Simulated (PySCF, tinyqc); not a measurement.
Worked calculation: CISD on RHF in the sto-3g basis, frozen core, for HF, spin multiplicity 1. The lowest restricted solution is unstable here: a spin-polarised one lies 0.0176 hartree lower (PySCF). Computed by tinyqc, a small Python program that keeps every step (integrals from PySCF). Settings: charge = 0, multiplicity = 1, basis = sto-3g, method = RHF, frozen orbitals = 1, energy threshold = 1e-10, iteration cap = 77, orthogonalisation = symmetric, start = core, DIIS depth = 6, ci = CISD. Command: `OMP_NUM_THREADS=1 python tinyqc.py 31291 31292 out.jsonl` (the two numbers bound the seeds that draw the settings). One thread of a shared host (Intel(R) Xeon(R) Processor @ 2.60GHz), about 0.1 s of CPU time with the checks. The early iterations of the SCF are left out here.

## One-electron integrals

Geometry (angstrom):
```
atom       x       y       z
F     0.0000  0.0000  0.0000
H     0.0000  0.0000  1.3460
```

Basis sto-3g: exponents (1/bohr^2) and contraction coefficients of normalised primitives:
```
element  l (shell)  exponent  coefficient
F            s (1)  166.6791       0.1543
F            s (1)   30.3608       0.5353
F            s (1)    8.2168       0.4446
F            s (2)    6.4648      -0.1000
F            s (2)    1.5023       0.3995
F            s (2)    0.4886       0.7001
F            p (3)    6.4648       0.1559
F            p (3)    1.5023       0.6077
F            p (3)    0.4886       0.3920
H            s (1)    3.4253       0.1543
H            s (1)    0.6239       0.5353
H            s (1)    0.1689       0.4446
```

Overlap, kinetic and nuclear-attraction integrals over the contracted functions; the nuclear repulsion is the sum of Za Zb / Rab.

nuclear repulsion = 3.538332 hartree

overlap S, order 1F 1s, 1F 2s, 1F 2px, 1F 2py, 1F 2pz, 2H 1s:
$$\begin{pmatrix}
1.0000 & 0.2380 & 0.0000 & 0.0000 & 0.0000 & 0.0180 \\
0.2380 & 1.0000 & 0.0000 & 0.0000 & 0.0000 & 0.2181 \\
0.0000 & 0.0000 & 1.0000 & 0.0000 & 0.0000 & 0.0000 \\
0.0000 & 0.0000 & 0.0000 & 1.0000 & 0.0000 & 0.0000 \\
0.0000 & 0.0000 & 0.0000 & 0.0000 & 1.0000 & 0.1969 \\
0.0180 & 0.2181 & 0.0000 & 0.0000 & 0.1969 & 1.0000
\end{pmatrix}$$

kinetic energy T (hartree), order 1F 1s, 1F 2s, 1F 2px, 1F 2py, 1F 2pz, 2H 1s:
$$\begin{pmatrix}
36.9846 & -0.2129 & 0.0000 & 0.0000 & 0.0000 & -0.0059 \\
-0.2129 & 1.0380 & 0.0000 & 0.0000 & 0.0000 & -0.0014 \\
0.0000 & 0.0000 & 3.2480 & 0.0000 & 0.0000 & 0.0000 \\
0.0000 & 0.0000 & 0.0000 & 3.2480 & 0.0000 & 0.0000 \\
0.0000 & 0.0000 & 0.0000 & 0.0000 & 3.2480 & 0.0511 \\
-0.0059 & -0.0014 & 0.0000 & 0.0000 & 0.0511 & 0.7600
\end{pmatrix}$$

nuclear attraction V (hartree), order 1F 1s, 1F 2s, 1F 2px, 1F 2py, 1F 2pz, 2H 1s:
$$\begin{pmatrix}
-77.4027 & -9.2704 & 0.0000 & 0.0000 & -0.0070 & -0.7169 \\
-9.2704 & -11.9343 & 0.0000 & 0.0000 & -0.0873 & -1.8064 \\
0.0000 & 0.0000 & -11.8279 & 0.0000 & 0.0000 & 0.0000 \\
0.0000 & 0.0000 & 0.0000 & -11.8279 & 0.0000 & 0.0000 \\
-0.0070 & -0.0873 & 0.0000 & 0.0000 & -11.8697 & -1.3807 \\
-0.7169 & -1.8064 & 0.0000 & 0.0000 & -1.3807 & -4.7376
\end{pmatrix}$$

core Hamiltonian H = T + V (hartree), order 1F 1s, 1F 2s, 1F 2px, 1F 2py, 1F 2pz, 2H 1s:
$$\begin{pmatrix}
-40.4182 & -9.4832 & 0.0000 & 0.0000 & -0.0070 & -0.7228 \\
-9.4832 & -10.8963 & 0.0000 & 0.0000 & -0.0873 & -1.8078 \\
0.0000 & 0.0000 & -8.5799 & 0.0000 & 0.0000 & 0.0000 \\
0.0000 & 0.0000 & 0.0000 & -8.5799 & 0.0000 & 0.0000 \\
-0.0070 & -0.0873 & 0.0000 & 0.0000 & -8.6217 & -1.3296 \\
-0.7228 & -1.8078 & 0.0000 & 0.0000 & -1.3296 & -3.9776
\end{pmatrix}$$

## Two-electron integrals

Functions are numbered as in S; the eight-fold symmetry (ij|kl) = (ji|kl) = (kl|ij) leaves the list below.

Two-electron integrals (ij|kl) in chemists' order, unique and non-zero (hartree):
```
(11|11) 5.4035     (21|11) 0.8419     (21|21) 0.1563     (22|11) 1.2680
(22|21) 0.2923     (22|22) 0.9262     (31|31) 0.0280     (32|31) 0.0432
(32|32) 0.2046     (33|11) 1.2645     (33|21) 0.2924     (33|22) 0.9260
(33|33) 0.9975     (41|41) 0.0280     (42|41) 0.0432     (42|42) 0.2046
(43|43) 0.0538     (44|11) 1.2645     (44|21) 0.2924     (44|22) 0.9260
(44|33) 0.8900     (44|44) 0.9975     (51|51) 0.0280     (52|51) 0.0432
(52|52) 0.2046     (53|53) 0.0538     (54|54) 0.0538     (55|11) 1.2645
(55|21) 0.2924     (55|22) 0.9260     (55|33) 0.8900     (55|44) 0.8900
(55|55) 0.9975     (61|11) 0.0643     (61|21) 0.0119     (61|22) 0.0221
(61|33) 0.0220     (61|44) 0.0220     (61|51) 4.55e-04   (61|52) 0.0009
(61|55) 0.0221     (61|61) 0.0009     (62|11) 0.1846     (62|21) 0.0432
(62|22) 0.1556     (62|33) 0.1533     (62|44) 0.1533     (62|51) 0.0029
(62|52) 0.0239     (62|55) 0.1601     (62|61) 0.0033     (62|62) 0.0340
(63|31) 0.0043     (63|32) 0.0263     (63|53) 0.0049     (63|63) 0.0048
(64|41) 0.0043     (64|42) 0.0263     (64|54) 0.0049     (64|64) 0.0048
(65|11) 0.1349     (65|21) 0.0320     (65|22) 0.1233     (65|33) 0.1183
(65|44) 0.1183     (65|51) 0.0061     (65|52) 0.0438     (65|55) 0.1332
(65|61) 0.0025     (65|62) 0.0332     (65|65) 0.0370     (66|11) 0.3900
(66|21) 0.0928     (66|22) 0.3861     (66|33) 0.3752     (66|44) 0.3752
(66|51) 0.0066     (66|52) 0.0787     (66|55) 0.4074     (66|61) 0.0072
(66|62) 0.1156     (66|65) 0.1326     (66|66) 0.7746
```

## Orthogonalisation

S = U s U^T; symmetric (Loewdin) form X = U s^(-1/2) U^T, so that X^T S X = 1.

eigenvalues of S: [0.6542, 0.8588, 1.0000, 1.0000, 1.1239, 1.3630]

X, order 1F 1s, 1F 2s, 1F 2px, 1F 2py, 1F 2pz, 2H 1s:
$$\begin{pmatrix}
1.0225 & -0.1258 & 0.0000 & 0.0000 & -0.0021 & 0.0118 \\
-0.1258 & 1.0423 & 0.0000 & 0.0000 & 0.0177 & -0.1180 \\
0.0000 & 0.0000 & 1.0000 & 0.0000 & 0.0000 & 0.0000 \\
0.0000 & 0.0000 & 0.0000 & 1.0000 & 0.0000 & 0.0000 \\
-0.0021 & 0.0177 & 0.0000 & 0.0000 & 1.0155 & -0.1042 \\
0.0118 & -0.1180 & 0.0000 & 0.0000 & -0.1042 & 1.0349
\end{pmatrix}$$

## Iteration 7 (converged): orbitals

converged F (hartree), order 1F 1s, 1F 2s, 1F 2px, 1F 2py, 1F 2pz, 2H 1s:
$$\begin{pmatrix}
-25.9221 & -6.6261 & 0.0000 & 0.0000 & -0.0130 & -0.5117 \\
-6.6261 & -3.0137 & 0.0000 & 0.0000 & -0.0125 & -0.5280 \\
0.0000 & 0.0000 & -0.4646 & 0.0000 & 0.0000 & 0.0000 \\
0.0000 & 0.0000 & 0.0000 & -0.4646 & 0.0000 & 0.0000 \\
-0.0130 & -0.0125 & 0.0000 & 0.0000 & -0.1911 & -0.3849 \\
-0.5117 & -0.5280 & 0.0000 & 0.0000 & -0.3849 & -0.2374
\end{pmatrix}$$

Diagonalise F' = X^T F X, C = X C', fill 5 alpha and 5 beta electrons from the bottom; D = 2 C_occ C_occ^T. Each column has its largest component positive (the first on a tie).

F' = X^T F X (hartree):
$$\begin{pmatrix}
-25.4548 & -3.3882 & 0.0000 & 0.0000 & -0.0272 & -0.0216 \\
-3.3882 & -1.8337 & 0.0000 & 0.0000 & 0.0475 & -0.2616 \\
0.0000 & 0.0000 & -0.4646 & 0.0000 & 0.0000 & 0.0000 \\
0.0000 & 0.0000 & 0.0000 & -0.4646 & 0.0000 & 0.0000 \\
-0.0272 & 0.0475 & 0.0000 & 0.0000 & -0.1175 & -0.3720 \\
-0.0216 & -0.2616 & 0.0000 & 0.0000 & -0.3720 & -0.0843
\end{pmatrix}$$

orbital energies (hartree): MO1 -25.9313, MO2 -1.4073, MO3 -0.4646, MO4 -0.4646, MO5 -0.4529, MO6 0.3012

coefficients C, order 1F 1s, 1F 2s, 1F 2px, 1F 2py, 1F 2pz, 2H 1s:
$$\begin{pmatrix}
0.9950 & -0.2600 & 0.0000 & 0.0000 & 0.0422 & 0.0447 \\
0.0203 & 1.0067 & 0.0000 & 0.0000 & -0.2137 & -0.2385 \\
0.0000 & 0.0000 & 0.9960 & 0.0889 & 0.0000 & 0.0000 \\
0.0000 & 0.0000 & -0.0889 & 0.9960 & 0.0000 & 0.0000 \\
0.0010 & 0.0149 & 0.0000 & 0.0000 & 0.6857 & -0.7563 \\
-0.0025 & 0.0834 & 0.0000 & 0.0000 & 0.6141 & 0.8437
\end{pmatrix}$$

D after iteration 7, order 1F 1s, 1F 2s, 1F 2px, 1F 2py, 1F 2pz, 2H 1s:
$$\begin{pmatrix}
2.1189 & -0.5011 & 0.0000 & 0.0000 & 0.0520 & 0.0035 \\
-0.5011 & 2.1190 & 0.0000 & 0.0000 & -0.2629 & -0.0945 \\
0.0000 & 0.0000 & 2.0000 & 0.0000 & 0.0000 & 0.0000 \\
0.0000 & 0.0000 & 0.0000 & 2.0000 & 0.0000 & 0.0000 \\
0.0520 & -0.2629 & 0.0000 & 0.0000 & 0.9409 & 0.8447 \\
0.0035 & -0.0945 & 0.0000 & 0.0000 & 0.8447 & 0.7682
\end{pmatrix}$$

Within a degenerate level the vectors are fixed only up to a rotation; this is one choice.

## Convergence

Stop when the energy changes by less than 1e-10 hartree and every element of the error matrix X^T (F D S - S D F) X is below 3e-06.

Course of the cycle:
```
iteration  E (hartree)     change  largest element of the error matrix
1           -97.903160          -                             3.89e-01
2           -98.441102  -5.38e-01                             1.92e-01
3           -98.471142  -3.00e-02                             3.25e-02
4           -98.471897  -7.55e-04                             1.95e-03
5           -98.471901  -3.89e-06                             8.08e-05
6           -98.471901  -4.36e-09                             5.31e-07
7           -98.471901  -1.85e-13                             2.05e-09
```

PySCF RHF in the same basis = -98.471901 hartree

Converged in 7 iterations.

## Integrals over molecular orbitals

(pq|rs) = sum C_ip C_jq C_kr C_ls (ij|kl), one index at a time.

one-electron integrals over orbitals h = C^T H C (hartree):
$$\begin{pmatrix}
-40.4010 & 0.7264 & 0.0000 & 0.0000 & -0.1108 & -0.1224 \\
0.7264 & -9.1185 & 0.0000 & 0.0000 & 0.4457 & 0.6771 \\
0.0000 & 0.0000 & -8.5799 & 0.0000 & 0.0000 & 0.0000 \\
0.0000 & 0.0000 & 0.0000 & -8.5799 & 0.0000 & 0.0000 \\
-0.1108 & 0.4457 & 0.0000 & 0.0000 & -6.6102 & 2.3587 \\
-0.1224 & 0.6771 & 0.0000 & 0.0000 & 2.3587 & -5.9229
\end{pmatrix}$$

Two-electron integrals over orbitals (pq|rs), unique and non-zero (hartree); the lowest 1 orbital is frozen and left out:
```
(22|22) 0.8783    (32|32) 0.1909    (33|22) 0.8987    (33|33) 0.9975
(42|42) 0.1909    (43|43) 0.0538    (44|22) 0.8987    (44|33) 0.8900
(44|44) 0.9975    (52|22) -0.0454   (52|33) -0.0596   (52|44) -0.0596
(52|52) 0.1277    (53|32) -0.0239   (53|53) 0.0331    (54|42) -0.0239
(54|54) 0.0331    (55|22) 0.6739    (55|33) 0.6598    (55|44) 0.6598
(55|52) -0.0092   (55|55) 0.6562    (62|22) -0.0731   (62|33) -0.0729
(62|44) -0.0729   (62|52) -0.0823   (62|55) -0.0202   (62|62) 0.0913
(63|32) -0.0245   (63|53) -0.0235   (63|63) 0.0285    (64|42) -0.0245
(64|54) -0.0235   (64|64) 0.0285    (65|22) -0.2538   (65|33) -0.2585
(65|44) -0.2585   (65|52) 0.0725    (65|55) -0.0874   (65|62) 0.0307
(65|65) 0.2452    (66|22) 0.6280    (66|33) 0.6142    (66|44) 0.6142
(66|52) 0.0396    (66|55) 0.6376    (66|62) -0.0488   (66|65) -0.0288
(66|66) 0.6606
```

## CISD: determinants and Hamiltonian

one-electron integrals dressed by the frozen orbital, h + 2 (pq|11) - (p1|1q) (hartree), order 2, 3, 4, 5, 6:
$$\begin{pmatrix}
-6.7187 & 0.0000 & 0.0000 & 0.2452 & 0.4287 \\
0.0000 & -6.0814 & 0.0000 & 0.0000 & 0.0000 \\
0.0000 & 0.0000 & -6.0814 & 0.0000 & 0.0000 \\
0.2452 & 0.0000 & 0.0000 & -4.9022 & 1.4995 \\
0.4287 & 0.0000 & 0.0000 & 1.4995 & -4.2933
\end{pmatrix}$$

energy of the frozen orbital, 2 h_11 + (11|11) = -75.437241 hartree

Hartree-Fock energy = -98.471901 hartree

Slater-Condon rules over spin orbitals, with the nuclear repulsion and the energy of the frozen orbital added and E(HF) subtracted on the diagonal. Only determinants linked to the reference directly or through others are kept (one block of an abelian symmetry group), so some states are absent.

Occupation strings over the orbitals (2 doubly, a alpha, b beta, 0 empty; spin orbitals ordered 1a 1b 2a 2b ...): 222220 2222ab 2a222b 2222ba 2b222a 222202 2a22b2 222022 220222 2b22a2 202222

H - E(HF) between determinants (hartree):
```
         222220   2222ab   2a222b   2222ba   2b222a   222202   2a22b2   222022
222220   0.0000   0.0000   0.0000   0.0000   0.0000   0.2452  -0.0307   0.0285
2222ab   0.0000   0.3617  -0.0089  -0.2452  -0.0307   0.0585   0.0725   0.0235
2a222b   0.0000  -0.0089   1.1717  -0.0307  -0.0913  -0.0725  -0.2249   0.0245
2222ba   0.0000  -0.2452  -0.0307   0.3617  -0.0089  -0.0585  -0.0287  -0.0235
2b222a   0.0000  -0.0307  -0.0913  -0.0089   1.1717   0.0725   0.0823  -0.0245
222202   0.2452   0.0585  -0.0725  -0.0585   0.0725   0.7649   0.0576   0.0331
2a22b2  -0.0307   0.0725  -0.2249  -0.0287   0.0823   0.0576   1.6023   0.0239
222022   0.0285   0.0235   0.0245  -0.0235  -0.0245   0.0331   0.0239   0.7901
220222   0.0285   0.0235   0.0245  -0.0235  -0.0245   0.0331   0.0239   0.0538
2b22a2   0.0307  -0.0287   0.0823   0.0725  -0.2249  -0.0576  -0.1277  -0.0239
202222   0.0913   0.0823   0.0242  -0.0823  -0.0242   0.1277   0.0939   0.1909

         220222   2b22a2   202222
222220   0.0285   0.0307   0.0913
2222ab   0.0235  -0.0287   0.0823
2a222b   0.0245   0.0823   0.0242
2222ba  -0.0235   0.0725  -0.0823
2b222a  -0.0245  -0.2249  -0.0242
222202   0.0331  -0.0576   0.1277
2a22b2   0.0239  -0.1277   0.0939
222022   0.0538  -0.0239   0.1909
220222   0.7901  -0.0239   0.1909
2b22a2  -0.0239   1.6023  -0.0939
202222   0.1909  -0.0939   2.6264
```

## CISD: roots

Diagonalise (each vector has its largest component positive (the first on a tie)); all determinants have Ms = 0, so triplets appear too. The lowest singlet root is the correlation energy.

lowest roots of this matrix, relative to E(HF) (hartree): [-0.0769, 0.1137, 0.5677, 0.7363, 0.7620, 0.8598, 1.0349, 1.1295]

lowest vectors, order 222220, 2222ab, 2a222b, 2222ba, 2b222a, 222202, 2a22b2, 222022, 220222, 2b22a2, 202222:
$$\begin{pmatrix}
0.9573 & 0.0000 & -0.1093 & 0.0000 \\
0.0245 & 0.7063 & 0.6713 & 0.0000 \\
-0.0093 & 0.0260 & -0.0732 & 0.0000 \\
-0.0245 & 0.7063 & -0.6713 & 0.0000 \\
0.0093 & 0.0260 & 0.0732 & 0.0000 \\
-0.2828 & 0.0000 & -0.2542 & 0.0000 \\
0.0238 & -0.0201 & -0.0651 & 0.0000 \\
-0.0174 & 0.0000 & -0.0355 & 0.7071 \\
-0.0174 & 0.0000 & -0.0355 & -0.7071 \\
-0.0238 & -0.0201 & 0.0651 & 0.0000 \\
-0.0195 & 0.0000 & -0.0188 & 0.0000
\end{pmatrix}$$

<S^2> of these roots: [0.0000, 2.0000, 0.0000, 0.0000, 0.0000, 0.0000, 2.0000, 0.0000]

weight of the ground state by excitation level 0, 1, 2, ...: [0.9165, 0.0014, 0.0821]

With one virtual orbital singles and doubles already span the full space.
